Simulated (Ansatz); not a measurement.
# Lutetium, hcp: convergence with Gaussian smearing

Computed with Ansatz, r²SCAN, scalar-relativistic PAW, on the relaxed cell (a = 3.505 Å, c = 5.470 Å (c/a = 1.561); spin not included). Errors count from a run at 500 eV on a Γ-centred 17×17×10 mesh with Fermi-Dirac smearing of 0.1 eV, extrapolated to zero width. Fixed here: cutoff 500 eV, mesh 10×10×6. The SCF starts from atomic densities corrected by a trained network.

```json
{"width (eV)": "0.01", "E(σ→0) error (meV/atom)": "2.7", "F error (meV/atom)": "2.6", "P (GPa)": "-0.42", "SCF iterations": "9"}
{"width (eV)": "0.03", "E(σ→0) error (meV/atom)": "2.5", "F error (meV/atom)": "2.0", "P (GPa)": "-0.34", "SCF iterations": "9"}
{"width (eV)": "0.1", "E(σ→0) error (meV/atom)": "2.1", "F error (meV/atom)": "-2.3", "P (GPa)": "-0.22", "SCF iterations": "9"}
{"width (eV)": "0.2", "E(σ→0) error (meV/atom)": "1.8", "F error (meV/atom)": "-15.2", "P (GPa)": "-0.07", "SCF iterations": "9"}
{"width (eV)": "0.6", "E(σ→0) error (meV/atom)": "-13.2", "F error (meV/atom)": "-131.5", "P (GPa)": "0.47", "SCF iterations": "9"}
{"width (eV)": "1.0", "E(σ→0) error (meV/atom)": "-37.9", "F error (meV/atom)": "-324.9", "P (GPa)": "1.10", "SCF iterations": "9"}
```

Task: What does the run at 0.3 give (width)?

Result: E(σ→0) error (meV/atom): -0.1; F error (meV/atom): -35.5; P (GPa): 0.06; SCF iterations: 9.
